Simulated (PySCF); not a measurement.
BH2SF, closed shell: at the start structure of a reaction step.

The script, run.py:

```python
import json, numpy as np
from pyscf import gto, scf, dft, mp, cc
EV, BOHR = 27.211386245988, 0.529177210903
mol = gto.M(atom="""
B -0.355501 0.416283 -0.072879
H -0.199708 0.934154 0.991315
S 0.550359 -1.049216 -0.574802
H 1.247141 -1.149274 0.567387
F -1.225500 0.929168 -0.925920
""", basis="def2-tzvpp", charge=0, spin=0, max_memory=7225, verbose=0)
def mean_field(mol, dm=None):
    mf = dft.RKS(mol, xc="bhandhlyp").density_fit()
    mf.conv_tol = 1e-9; mf.grids.level = 4
    mf.kernel(dm0=dm)
    if not mf.converged: mf = mf.newton().run(mf.mo_coeff, mf.mo_occ)
    assert mf.converged
    return mf
def d4(mol):
    from pyscf.dispersion.dftd4 import DFTD4Dispersion
    real = gto.M(atom=[(mol.atom_pure_symbol(i), mol.atom_coord(i)) for i in range(5)], unit='B', charge=mol.charge, spin=None, basis='def2-svp', verbose=0)
    r = DFTD4Dispersion(real, xc="bhlyp", atm=True).get_dispersion(grad=True); return r["energy"], r["gradient"]
def energy_and_gradient(mol, dm=None):
    mf = mean_field(mol, dm); e, g = d4(mol)
    return mf, (mf.e_tot + e) * EV, (mf.nuc_grad_method().kernel()[:5] + g) * EV / BOHR
out = {}
mf = mean_field(mol); e = d4(mol)[0]
out.update(energy=(mf.e_tot + e) * EV, converged=True, dispersion=e * EV)
out['s2'] = mf.spin_square()[0]; out['nelec'] = mol.nelec
print(f"Total energy {out['energy']:.6f} eV, <S^2> {out['s2']:.4f}")
json.dump(out, open("out.json", "w"), default=float)
```

Command:

```bash
OMP_NUM_THREADS=4 python run.py
```

It printed (PySCF 2.14):

```
Total energy -14263.829896 eV, <S^2> 0.0000
```

The run took about 5.3 s on 4 CPU threads of an Arm Neoverse N1 (shared host).
